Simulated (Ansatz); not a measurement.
Molecule: C2H5, net charge 0, doublet state. It need not be the lowest isomer of its formula. 
Geometry from a B3LYP-D3(BJ)/def2-TZVP (Ansatz, a program for electronic structure) optimisation:
```xyz
7

C     -0.0207    -0.6912     0.0019
C      0.0032     0.7917    -0.0023
H      0.9947    -1.1171     0.0074
H     -0.5251    -1.0873     0.8864
H     -0.5178    -1.0924    -0.8844
H      0.0727     1.3495     0.9213
H      0.0803     1.3441    -0.9285
```
Charge 0, spin multiplicity 2.

Computed values are from Ansatz. Correlated levels leave the core frozen unless marked. UHF or UKS for open shells. No spin-orbit coupling. Non-relativistic. CBS(X,Y): correlation extrapolated as X^-3; Hartree-Fock from the larger set. The bracket is a focal-point correction in the basis named.

### Question
What is the dipole moment at CCSD(T)/aug-cc-pVDZ?

### Answer
0.29 D.

### Question
What is the vertical ionisation energy (to the singlet) at RI-MP2/CBS(aug-cc-pVTZ,aug-cc-pVQZ)+[CCSD(T)-MP2]/aug-cc-pVTZ?

### Answer
8.57 eV.

### Question
What is the T1 diagnostic at CCSD/aug-cc-pVTZ?

### Answer
0.011.

### Question
What is the total energy at RI-MP2/CBS(aug-cc-pVTZ,aug-cc-pVQZ)+[CCSD(T)-MP2]/aug-cc-pVTZ?

### Answer
-79.0441 Eh.

### Question
What is the atomisation energy De at RI-MP2/CBS(aug-cc-pVTZ,aug-cc-pVQZ)+[CCSD(T)-MP2]/aug-cc-pVTZ?

### Answer
603.2 kcal/mol.
